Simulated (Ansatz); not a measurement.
Isolated molecules relaxed with PBE0-D4/def2-TZVP in Ansatz; ΔE leaves out vibrations. CCSD(T)/CBS adds triple-zeta CCSD(T) − MP2 to the extrapolated MP2 energy (def2 sets, frozen cores). This one scheme is used for every species. Functionals use def2-TZVPP. HSE06 is defined as in plane-wave codes.

Consider the silylene formation by 1,1-elimination: `[SiH3][SiH2]Cl` → SiH₄ + `[SiH]Cl`.

`[SiH3][SiH2]Cl`:

Z-matrix (Å, degrees):
```
Si
Si 1 2.338
H 1 1.486 2 109.6
H 1 1.488 2 109.6 3 119.9
H 1 1.486 2 109.6 3 -120.2
Cl 2 2.065 1 108.7 3 60.2
H 2 1.485 1 111.8 3 -58.6
H 2 1.485 1 111.9 3 179.0
```

SiH₄:

Z-matrix (Å, degrees):
```
Si
H 1 1.485
H 1 1.485 2 109.5
H 1 1.485 2 109.5 3 -120.0
H 1 1.485 2 109.5 3 120.0
```

`[SiH]Cl`:

Cartesian coordinates in Å:
```
Si 0.350 -0.462 0.588
Cl 0.784 1.008 -0.814
H -1.133 -0.547 0.225
```

```csv
level,ΔE (kJ/mol)
revPBE-D4,193.9
BHLYP-D4,197.0
r2SCANh,211.0
HSE06,202.7
LC-ωPBE,214.7
RPA@PBE/def2-TZVPP,168.0
MP2/def2-TZVPP,199.2
HF/CBS(def2),175.1
```

(1) What does CCSD(T)/CBS give? (An estimate is asked.)

(2) What do rigid-rotor, harmonic-oscillator terms from PBE0-D4/def2-TZVP frequencies (298.15 K, 1 bar) make of the CCSD(T)/CBS value? (Estimate.)

Largest T1 diagnostic among the species: 0.013.

Results:

(1) The calculation gave: +193.6 kJ/mol. The listed levels differ from it by 0.3, 3.4, 17.4, 9.1, 21.1, -25.6, 5.6, -18.5 kJ/mol.

(2) Computed: ΔZPE = -11.8 kJ/mol, ΔH = +185.1 kJ/mol, ΔS = 133 J/(mol·K), ΔG = +145.4 kJ/mol.

From BLYP to BHLYP (50 % exact exchange), in def2-TZVPP and without D4, ΔE moves by +28.2 kJ/mol. In def2-TZVPP, CCSD(T) changes the Hartree–Fock value by +11.5 kJ/mol (the triples alone add +2.4 kJ/mol) and MP2 by +24.3 kJ/mol.
